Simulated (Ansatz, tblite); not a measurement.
Cost and result up the ladder for the cluster Na₂Li (the lowest doublet isomer of a short search) (3 atoms). Charge 0, multiplicity 2. Geometry: PBE0/def2-TZVP.

```xyz
3

Li    1.238   -1.117    1.092
Na    0.692    1.517   -0.220
Na   -1.930   -0.400   -0.873
```

Ansatz on 4 threads of Arm Neoverse V1 on a shared host; xTB runs through tblite on one thread. Times are rough, summed over both states, and most runs start from the orbitals of an earlier one. No level here is sound enough to serve as a yardstick. The other state is a singlet.

The xTB rows come from tblite. Correlated methods freeze 2 core orbitals; core or outer-core shells of Li, Na are correlated, in sets that lack core-valence functions. In CCSD on the charge 0 doublet the largest single amplitude is 0.17, so its Hartree–Fock determinant may place the open shell otherwise than the density functionals do. The structure comes from a short search, and lower isomers may exist.

Run but left out: HF/def2-TZVPP, MP2/def2-TZVPP (doublet: ⟨S²⟩ 1.08, where a pure state has 0.75).

Correlated methods converge slowly with the basis.

Raw xTB energies of ions are shifted by several eV, and xTB has no spin-polarisation term.

```json
{"level": "CCSD(T)/def2-TZVPP", "functions": "83", "vertical IE (eV)": "4.00", "remarks": "large T1 (0.048) (doublet), restricted SCF unstable (+1 singlet), spin-contaminated (⟨S²⟩ 1.08) (doublet)"}
{"level": "PBE0/def2-TZVP (with forces)", "functions": "78", "vertical IE (eV)": "4.18", "remarks": "restricted SCF unstable in HF (+1 singlet)"}
{"level": "GFN2-xTB", "functions": "12", "vertical IE (eV)": "6.93", "remarks": "–"}
{"level": "r2SCAN/def2-TZVP", "functions": "78", "vertical IE (eV)": "4.16", "remarks": "restricted SCF unstable in HF (+1 singlet)"}
{"level": "GFN1-xTB", "functions": "12", "vertical IE (eV)": "9.13", "remarks": "–"}
{"level": "PBE/def2-TZVP", "functions": "78", "vertical IE (eV)": "4.23", "remarks": "restricted SCF unstable in HF (+1 singlet)"}
```

(1) Estimate how long each takes.

Results:

(1) GFN1-xTB 0.002 s; GFN2-xTB 0.003 s; PBE/def2-TZVP 1.4 s; PBE0/def2-TZVP (with forces) 3 s; CCSD(T)/def2-TZVPP 4.7 s; r2SCAN/def2-TZVP 5.4 s. On shared hardware such times vary by a factor of up to 3.
